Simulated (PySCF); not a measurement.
Some computed properties have been withheld. Give your best values.

Species: C₅H₅ (charge -1).
SMILES: `C1=C[CH-]C=C1`

```json
{"property": "point group", "level": "PBE0-D3(BJ)/def2-SVP", "value": "?"}
{"property": "rotational constants A, B, C", "level": "PBE0-D3(BJ)/def2-SVP", "value": "8.926, 8.925, 4.463 GHz"}
{"property": "HOMO energy", "level": "PBE0/pcSseg-1", "value": "?"}
{"property": "LUMO energy", "level": "PBE0/pcSseg-1", "value": "6.49 eV"}
{"property": "13C chemical shifts (computed TMS as zero) by class", "level": "GIAO PBE0/pcSseg-1", "value": "102.0 (5 C) ppm"}
{"property": "1H chemical shifts (computed TMS as zero) by class", "level": "GIAO PBE0/pcSseg-1", "value": "?"}
{"property": "largest of the computed one-bond spin–spin couplings (means over like bonds)", "level": "B3LYP/pcJ-1, spin–dipole term left out", "value": "13C–1H +156.0 (×5), 13C–13C +66.7 (×5) Hz"}
{"property": "core binding energies", "level": "ΔSCF SCAN, pcX-2 on the ionised atom, pcseg-1 elsewhere, spin-free X2C", "value": "?"}
```

Gas-phase values; electronic properties from PySCF, density fitting. Isolated species at its PBE0-D3(BJ)/def2-SVP geometry, gas phase. The geometry's basis has no diffuse functions, a weakness for an anion. The HOMO energy is positive, so at this level the finite basis confines the outermost electrons. No diffuse functions stand in pcJ-1 and pcSseg-1, which bears on an anion's orbital energies.

Question: The point group?

Answer: D5h.

Question: What are the 1H chemical shifts (computed TMS as zero) by class?

Answer: 5.33 (5 H) ppm.

Question: The core binding energies?

Answer: C1s 283.6 (×5) eV.

Question: Give the HOMO energy.

Answer: 0.23 eV.

The rotational constants are those of an oblate symmetric top; the small spread among constants that symmetry makes equal is optimisation noise. With B = h/(8π²I), that is 505.379 GHz u Å² over I, the principal moments of inertia are 56.6, 56.6 and 113.2 u Å² (most abundant isotopes); the inertial defect Ic − Ia − Ib is 0.0 u Å² (zero for a rigid planar frame, negative otherwise).
